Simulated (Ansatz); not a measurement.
## Pyrite PtSb₂

Level of theory: RPBE (Ansatz, a first-principles code, PAW).

Run with plane-wave cutoff 520 eV, 6×6×6 k mesh, Fermi–Dirac smearing 0.01 eV, scalar-relativistic PAW data made under PBE.

Cell (relaxed at this level):

```yaml
crystal:
  lattice:
    - [6.59607, 0.00000, 0.00000]
    - [0.00000, 6.59607, 0.00000]
    - [0.00000, 0.00000, 6.59607]
  atoms:
    - { symbol: Sb, position: [0.62491, 0.87509, 0.12491] }
    - { symbol: Sb, position: [0.12491, 0.62491, 0.87509] }
    - { symbol: Sb, position: [0.62491, 0.62491, 0.62491] }
    - { symbol: Sb, position: [0.37509, 0.37509, 0.37509] }
    - { symbol: Sb, position: [0.87509, 0.12491, 0.62491] }
    - { symbol: Sb, position: [0.87509, 0.37509, 0.12491] }
    - { symbol: Sb, position: [0.12491, 0.87509, 0.37509] }
    - { symbol: Sb, position: [0.37509, 0.12491, 0.87509] }
    - { symbol: Pt, position: [0.00000, 0.50000, 0.50000] }
    - { symbol: Pt, position: [0.50000, 0.00000, 0.50000] }
    - { symbol: Pt, position: [0.00000, 0.00000, 0.00000] }
    - { symbol: Pt, position: [0.50000, 0.50000, 0.00000] }
```

```json
{
  "bulk modulus B0": "97.0 GPa",
  "band_gap": "none",
  "pressure derivative B′ of the bulk modulus": "5.4"
}
```

Measured, for comparison: band gap 0.11 eV (low temperature, zero-point motion not removed; as tabulated in Saeed et al. (2013), arXiv:1402.4256).

Note: the gap of the solid is closed in this run; this level leaves the solid without a gap, although one is measured; the bulk modulus comes from volumes at which shape and atoms were relaxed.

Spin–orbit coupling is not included; it can open a gap where bands touch, and shift volumes and moduli.

Computing time: very roughly 8 core-minutes.
